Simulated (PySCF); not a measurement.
## The first ionisation energy along the alkali metals

All values are computed (PySCF 2.14, energy differences of UHF-based or UKS calculations, no spin-orbit coupling). Values in eV. The last column holds reference values (NIST; (s) semi-empirical, (t) theoretical, else measured). Unmarked ones compare directly (S terms, centres of terms, or small fine structure); those marked * lie between the lowest fine-structure levels and include a spin-orbit shift.

| element | configurations | UHF | LDA | PBE | PBE0 | r2SCAN | reference |
| --- | --- | --- | --- | --- | --- | --- | --- |
| Li (aug-cc-pVQZ-DK, spin-free X2C) | [He] 2s1 → 1s2 | 5.343 | 5.471 | 5.585 | 5.568 | 5.390 | 5.392 |
| K (aug-cc-pVQZ-X2C, spin-free X2C) | [Ar] 4s1 → [Ar] | 4.023 | 4.550 | 4.470 | 4.398 | 4.270 | 4.341 |
| Rb (aug-cc-pVQZ-X2C, spin-free X2C) | [Kr] 5s1 → [Kr] | 3.804 | 4.403 | 4.289 | 4.210 | 4.091 | 4.177 |
| Cs (aug-cc-pVQZ-X2C, spin-free X2C) | [Xe] 6s1 → [Xe] | 3.480 | 4.108 | 3.980 | 3.899 | 3.781 | 3.894 |

| method | elements | mean error (eV) | mean absolute error (eV) | largest error (eV) |
| --- | --- | --- | --- | --- |
| UHF | 4 | -0.288 | 0.288 | -0.414 |
| LDA | 4 | 0.182 | 0.182 | 0.225 |
| PBE | 4 | 0.130 | 0.130 | 0.193 |
| PBE0 | 4 | 0.068 | 0.068 | 0.176 |
| r2SCAN | 4 | -0.068 | 0.068 | -0.113 |

Errors include the incompleteness of the basis and the frozen core.
